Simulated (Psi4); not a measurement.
**TPSS/6-31G(d) (density fitting, Cartesian functions) run of AlH5S (Al(H2S)H3)**

Wanted: a short trajectory of AlH5S (Al(H2S)H3). 

The results are computed with Psi4 1.11.

## Step 1: The structure to begin with

AlH5S: 7 atoms, total charge 0, spin state singlet. SMILES: `[H][Al]([H])([H])<-[SH2]`. Geometry: a GFN2-xTB relaxation, a rough one for these elements and not checked as a minimum. The run starts from this shape.

Bond lengths: Al1–S2 2.471 Å, S2–H3 1.332 Å, S2–H4 1.332 Å, Al1–H5 1.563 Å, Al1–H6 1.577 Å, Al1–H7 1.563 Å. Angles: Al1–S2–H3 90.6°, Al1–S2–H4 90.1°, S2–Al1–H5 96.0°, S2–Al1–H6 92.1°, S2–Al1–H7 95.6°, H3–S2–H4 92.6°, H5–Al1–H6 118.7°, H5–Al1–H7 120.8°, H6–Al1–H7 118.6°.

## Step 2: A short trajectory at TPSS/6-31G(d) (density fitting, Cartesian functions)

The input, alh5s.xyz:

```xyz
7
AlH5S
Al     0.129800    -0.221970    -1.011590
S      0.151830    -0.251940     1.458910
H      0.512600     1.030130     1.485280
H     -1.145480     0.049310     1.476400
H      1.682150    -0.187190    -1.188640
H     -0.666140     1.139260    -1.046260
H     -0.664760    -1.557600    -1.174090
```

The input, run_ase.py:

```python
import numpy as np
from ase.calculators.psi4 import Psi4
from ase.io import read
from ase import units
from ase.md.velocitydistribution import MaxwellBoltzmannDistribution, Stationary
from ase.md.verlet import VelocityVerlet

a = read('alh5s.xyz')
calc = Psi4(atoms=a, method='tpss', basis='6-31G*', memory='1600MB', num_threads=1, charge=0, multiplicity=1, label='calc')
a.calc = calc

MaxwellBoltzmannDistribution(a, temperature_K=100.0, rng=np.random.default_rng(649))
Stationary(a)
dyn = VelocityVerlet(a, 0.25 * units.fs)
def show():
    ep, ek = a.get_potential_energy(), a.get_kinetic_energy()
    print(f'step {dyn.nsteps:3d}  Epot {ep:14.6f}  Ekin {ek:9.6f}  Etot {ep + ek:14.6f} eV  T {a.get_temperature():7.1f} K')
dyn.attach(show)
dyn.run(25)
```

The run is started by

```sh
$ python run_ase.py
```

calc.dat:

```text
gradient() will perform analytic gradient computation.

   => Loading Basis Set <=

    Name: 6-31G*
    Role: ORBITAL
    Keyword: BASIS

         ---------------------------------------------------------
                                   SCF
                              RKS Reference
                        1 Threads,   1525 MiB Core
         ---------------------------------------------------------

  ==> Geometry <==

    Molecular point group: c1
    Full point group: C1

    Geometry (in Angstrom), charge = 0, multiplicity = 1:

       Center              X                  Y                   Z               Mass
    ------------   -----------------  -----------------  -----------------  -----------------
         AL           0.004736018126    -0.014092695209    -1.303778949873    26.981538530000
         S            0.025539219537    -0.034496948682     1.162136045979    31.972071174400
         H            0.284781454756     1.314192121464     1.236864866320     1.007825032230
         H           -1.324633323516     0.202336771458     1.141875910665     1.007825032230
         H            1.673101894361    -0.072156317468    -1.515133373628     1.007825032230
         H           -0.765515038442     1.433508563213    -1.333500722746     1.007825032230
         H           -0.804729773083    -1.406215472604    -1.492683856722     1.007825032230

  Running in c1 symmetry.

  Rotational constants: A =      1.42808  B =      0.16186  C =      0.16177 [cm^-1]
  Rotational constants: A =  42812.77805  B =   4852.34652  C =   4849.69528 [MHz]
  Nuclear repulsion =   84.382701984690542

  Charge       = 0
  Multiplicity = 1
  Electrons    = 34
  Nalpha       = 17
  Nbeta        = 17

  ==> Algorithm <==

  SCF Algorithm Type is DF.
  DIIS enabled.
  MOM disabled.
  Fractional occupation disabled.
  Guess Type is SAD.
  Energy threshold   = 1.00e-08
  Density threshold  = 1.00e-08
  Integral threshold = 1.00e-12

  ==> Primary Basis <==

  Basis Set: 6-31G*
    Blend: 6-31G*
    Number of shells: 26
    Number of basis functions: 48
    Number of Cartesian functions: 48
    Spherical Harmonics?: false
    Max angular momentum: 2

  ==> DFT Potential <==

   => LibXC <=

    Version 7.1.2

   => Composite Functional: TPSS <=

    TPSS Meta-GGA XC Functional

    Deriv               =              1
    GGA                 =           TRUE
    Meta                =           TRUE

    Exchange Hybrid     =          FALSE
    MP2 Hybrid          =          FALSE

   => Exchange Functionals <=

    1.0000   XC_MGGA_X_TPSS

   => Correlation Functionals <=

    1.0000   XC_MGGA_C_TPSS

   => LibXC Density Thresholds  <==

    XC_MGGA_C_TPSS:  1.00E-15
    XC_MGGA_X_TPSS:  1.00E-15

   => Molecular Quadrature <=

    Radial Scheme          =       TREUTLER
    Pruning Scheme         =           NONE
    Nuclear Scheme         =       TREUTLER

    Blocking Scheme        =         OCTREE
    BS radius alpha        =              1
    Pruning alpha          =              1
    Radial Points          =             75
    Spherical Points       =            302
    Total Points           =         152638
    Total Blocks           =           1223
    Max Points             =            255
    Max Functions          =             48
    Weights Tolerance      =       1.00E-15

   => Loading Basis Set <=

    Name: (6-31G* AUX)
    Role: JKFIT
    Keyword: DF_BASIS_SCF

  ==> Integral Setup <==

  DFHelper Memory: AOs need 0.008 GiB; user supplied 0.651 GiB.
  SCF_SUBTYPE=INCORE selected. In-core MEM_DF algorithm will be used.
  Using in-core AOs.

  ==> MemDFJK: Density-Fitted J/K Matrices <==

    J tasked:                   Yes
    K tasked:                    No
    wK tasked:                   No
    Memory [MiB]:               666
    Algorithm:                 Core
    Schwarz Cutoff:           1E-12
    Mask sparsity (%):       0.4340
    Fitting Condition:        1E-10

   => Auxiliary Basis Set <=

  Basis Set: (6-31G* AUX)
    Blend: CC-PVDZ-JKFIT
    Number of shells: 117
    Number of basis functions: 385
    Number of Cartesian functions: 385
    Spherical Harmonics?: false
    Max angular momentum: 3

  Cached 100.0% of DFT collocation blocks in 0.467 [GiB].

  Minimum eigenvalue in the overlap matrix is 1.0634045954E-02.
  Reciprocal condition number of the overlap matrix is 1.9572347776E-03.
    Using symmetric orthogonalization.

  ==> Pre-Iterations <==

  SCF Guess: Superposition of Atomic Densities via on-the-fly atomic UHF (no occupation information).

   -------------------------
    Irrep   Nso     Nmo
   -------------------------
     A         48      48
   -------------------------
    Total      48      48
   -------------------------

  ==> Iterations <==

                           Total Energy        Delta E     RMS |[F,P]|

   @DF-RKS iter SAD:  -643.22244006366577   -6.43222e+02   0.00000e+00
   @DF-RKS iter   1:  -643.55030082511541   -3.27861e-01   5.66138e-03 DIIS/ADIIS
   @DF-RKS iter   2:  -643.57374673537424   -2.34459e-02   4.78921e-03 DIIS/ADIIS
   @DF-RKS iter   3:  -643.61063473984836   -3.68880e-02   9.12032e-04 DIIS/ADIIS
   @DF-RKS iter   4:  -643.61208696318874   -1.45222e-03   1.60863e-04 DIIS/ADIIS
   @DF-RKS iter   5:  -643.61213036072934   -4.33975e-05   3.40283e-05 DIIS
   @DF-RKS iter   6:  -643.61213224694029   -1.88621e-06   4.25848e-06 DIIS
   @DF-RKS iter   7:  -643.61213227401129   -2.70710e-08   1.11337e-06 DIIS
   @DF-RKS iter   8:  -643.61213227623682   -2.22553e-09   2.17609e-07 DIIS
   @DF-RKS iter   9:  -643.61213227631947   -8.26503e-11   6.39469e-08 DIIS
   @DF-RKS iter  10:  -643.61213227632732   -7.84439e-12   6.33665e-09 DIIS
  Energy and wave function converged.

  ==> Post-Iterations <==

   Electrons on quadrature grid:
      Ntotal   =   34.0000005849 ; deviation = 5.849e-07

    Orbital Energies [Eh]
    ---------------------

    Doubly Occupied:

       1A    -88.443148     2A    -55.612255     3A     -7.815290
       4A     -5.796419     5A     -5.793010     6A     -5.786475
       7A     -3.960974     8A     -2.535326     9A     -2.527540
      10A     -2.527321    11A     -0.757342    12A     -0.465996
      13A     -0.406579    14A     -0.373571    15A     -0.288891
      16A     -0.253166    17A     -0.245340

    Virtual:

      18A     -0.059383    19A     -0.034097    20A     -0.005039
      21A      0.061773    22A      0.070362    23A      0.085968
      24A      0.150646    25A      0.191347    26A      0.196365
      27A      0.227734    28A      0.282358    29A      0.288226
      30A      0.319767    31A      0.451171    32A      0.451651
      33A      0.539154    34A      0.588824    35A      0.594081
      36A      0.622578    37A      0.625917    38A      0.636734
      39A      0.709070    40A      0.715470    41A      0.810630
      42A      0.986975    43A      1.068185    44A      1.082118
      45A      1.118390    46A      1.128072    47A      2.074163
      48A      3.807225

    Final Occupation by Irrep:
              A
    DOCC [    17 ]
    NA   [    17 ]
    NB   [    17 ]

  @DF-RKS Final Energy:  -643.61213227632732

   => Energetics <=

    Nuclear Repulsion Energy =             84.3827019846905415
    One-Electron Energy =               -1057.3668711294396871
    Two-Electron Energy =                 375.5336469708009304
    DFT Exchange-Correlation Energy =     -46.1616101023791288
    Empirical Dispersion Energy =           0.0000000000000000
    VV10 Nonlocal Energy =                  0.0000000000000000
    Total Energy =                       -643.6121322763273156

Computation Completed

Properties will be evaluated at   0.000000,   0.000000,   0.000000 [a0]

Properties computed using the SCF density matrix

 Multipole Moments:

 ------------------------------------------------------------------------------------
     Multipole            Electronic (a.u.)      Nuclear  (a.u.)        Total (a.u.)
 ------------------------------------------------------------------------------------

 L = 1.  Multiply by 2.5417464519 to convert [e a0] to [Debye]
 Dipole X            :          0.4985557           -0.8821223           -0.3835666
 Dipole Y            :         -0.9312472            1.3918011            0.4605540
 Dipole Z            :          1.9391086           -0.6000387            1.3390699
 Magnitude           :                                                    1.4670861

 ------------------------------------------------------------------------------------

	total time  =         12 seconds =       0.20 minutes

         ------------------------------------------------------------
                                   SCF GRAD
         ------------------------------------------------------------

  ==> Geometry <==

    Molecular point group: c1
    Full point group: C1

    Geometry (in Angstrom), charge = 0, multiplicity = 1:

       Center              X                  Y                   Z               Mass
    ------------   -----------------  -----------------  -----------------  -----------------
         AL           0.004736018126    -0.014092695209    -1.303778949873    26.981538530000
         S            0.025539219537    -0.034496948682     1.162136045979    31.972071174400
         H            0.284781454756     1.314192121464     1.236864866320     1.007825032230
         H           -1.324633323516     0.202336771458     1.141875910665     1.007825032230
         H            1.673101894361    -0.072156317468    -1.515133373628     1.007825032230
         H           -0.765515038442     1.433508563213    -1.333500722746     1.007825032230
         H           -0.804729773083    -1.406215472604    -1.492683856722     1.007825032230

  Nuclear repulsion =   84.382701984690542

  ==> Basis Set <==

  Basis Set: 6-31G*
    Blend: 6-31G*
    Number of shells: 26
    Number of basis functions: 48
    Number of Cartesian functions: 48
    Spherical Harmonics?: false
    Max angular momentum: 2

  ==> DFJKGrad: Density-Fitted SCF Gradients <==

    Gradient:                    1
    J tasked:                  Yes
    K tasked:                   No
    wK tasked:                  No
    Integrals threads:           1
    Memory [MiB]:             1144
    Schwarz Cutoff:          1E-12
    Fitting Condition:       1E-10

   => Auxiliary Basis Set <=

  Basis Set: (6-31G* AUX)
    Blend: CC-PVDZ-JKFIT
    Number of shells: 117
    Number of basis functions: 385
    Number of Cartesian functions: 385
    Spherical Harmonics?: false
    Max angular momentum: 3

  ==> DFT Potential <==

   => LibXC <=

    Version 7.1.2

   => Composite Functional: TPSS <=

    TPSS Meta-GGA XC Functional

    Deriv               =              1
    GGA                 =           TRUE
    Meta                =           TRUE

    Exchange Hybrid     =          FALSE
    MP2 Hybrid          =          FALSE

   => Exchange Functionals <=

    1.0000   XC_MGGA_X_TPSS

   => Correlation Functionals <=

    1.0000   XC_MGGA_C_TPSS

   => LibXC Density Thresholds  <==

    XC_MGGA_C_TPSS:  1.00E-15
    XC_MGGA_X_TPSS:  1.00E-15

   => Molecular Quadrature <=

    Radial Scheme          =       TREUTLER
    Pruning Scheme         =           NONE
    Nuclear Scheme         =       TREUTLER

    Blocking Scheme        =         OCTREE
    BS radius alpha        =              1
    Pruning alpha          =              1
    Radial Points          =             75
    Spherical Points       =            302
    Total Points           =         152638
    Total Blocks           =           1223
    Max Points             =            255
    Max Functions          =             48
    Weights Tolerance      =       1.00E-15

  -Total Gradient:
     Atom            X                  Y                   Z
    ------   -----------------  -----------------  -----------------
       1       -0.015278461898     0.000393310080     0.007611851988
       2        0.010776952050    -0.015683426840    -0.005773428897
       3       -0.000079197252     0.011968939441    -0.001534403333
       4       -0.008812996788     0.003516181177    -0.004234041648
       5        0.017901619962    -0.002350645205    -0.000278989182
       6       -0.003527728165     0.008298975841     0.003676441979
       7       -0.001004411936    -0.006144707013     0.000532713003

	total time  =          1 seconds =       0.02 minutes
```

On the terminal:

```text
step   0  Epot  -17513.621315  Ekin  0.109967  Etot  -17513.511348 eV  T   121.5 K
step   1  Epot  -17513.621993  Ekin  0.110643  Etot  -17513.511350 eV  T   122.3 K
step   2  Epot  -17513.622363  Ekin  0.111005  Etot  -17513.511358 eV  T   122.7 K
step   3  Epot  -17513.622475  Ekin  0.111103  Etot  -17513.511371 eV  T   122.8 K
step   4  Epot  -17513.622389  Ekin  0.110997  Etot  -17513.511392 eV  T   122.7 K
step   5  Epot  -17513.622169  Ekin  0.110750  Etot  -17513.511419 eV  T   122.4 K
step   6  Epot  -17513.621866  Ekin  0.110416  Etot  -17513.511449 eV  T   122.0 K
step   7  Epot  -17513.621511  Ekin  0.110035  Etot  -17513.511476 eV  T   121.6 K
step   8  Epot  -17513.621115  Ekin  0.109619  Etot  -17513.511496 eV  T   121.2 K
step   9  Epot  -17513.620671  Ekin  0.109159  Etot  -17513.511512 eV  T   120.6 K
step  10  Epot  -17513.620148  Ekin  0.108615  Etot  -17513.511533 eV  T   120.0 K
step  11  Epot  -17513.619490  Ekin  0.107928  Etot  -17513.511562 eV  T   119.3 K
step  12  Epot  -17513.618621  Ekin  0.107025  Etot  -17513.511597 eV  T   118.3 K
step  13  Epot  -17513.617455  Ekin  0.105823  Etot  -17513.511632 eV  T   117.0 K
step  14  Epot  -17513.615911  Ekin  0.104249  Etot  -17513.511662 eV  T   115.2 K
step  15  Epot  -17513.613926  Ekin  0.102243  Etot  -17513.511683 eV  T   113.0 K
step  16  Epot  -17513.611462  Ekin  0.099768  Etot  -17513.511695 eV  T   110.3 K
step  17  Epot  -17513.608517  Ekin  0.096820  Etot  -17513.511697 eV  T   107.0 K
step  18  Epot  -17513.605121  Ekin  0.093432  Etot  -17513.511688 eV  T   103.3 K
step  19  Epot  -17513.601340  Ekin  0.089673  Etot  -17513.511667 eV  T    99.1 K
step  20  Epot  -17513.597274  Ekin  0.085645  Etot  -17513.511629 eV  T    94.7 K
step  21  Epot  -17513.593056  Ekin  0.081484  Etot  -17513.511572 eV  T    90.1 K
step  22  Epot  -17513.588850  Ekin  0.077345  Etot  -17513.511505 eV  T    85.5 K
step  23  Epot  -17513.584851  Ekin  0.073402  Etot  -17513.511449 eV  T    81.1 K
step  24  Epot  -17513.581243  Ekin  0.069833  Etot  -17513.511410 eV  T    77.2 K
step  25  Epot  -17513.578181  Ekin  0.066810  Etot  -17513.511371 eV  T    73.8 K
```

Run time: 5.9 min. Hardware: 1 thread of Intel Xeon Platinum 8259CL at 2.50GHz (Skylake/Cascade Lake), shared host; peak memory 1.2 GiB.

The path in brief:

```csv
step,potential energy change (eV),largest force (eV/Å)
0,0.0000,0.5923
2,-0.0010,0.7299
4,-0.0011,0.8921
6,-0.0005,0.9922
8,0.0002,1.0177
10,0.0012,0.9658
12,0.0027,0.8430
14,0.0054,0.8458
16,0.0099,0.8817
18,0.0162,0.9016
20,0.0240,0.9079
22,0.0325,0.9130
24,0.0401,0.9640
25,0.0431,1.0226
```

## Step 3: Summary of results

Level: TPSS/6-31G* (density fitting, Cartesian functions).

| quantity | value |
| --- | --- |
| potential energy of the last frame | -643.61213 Eh |
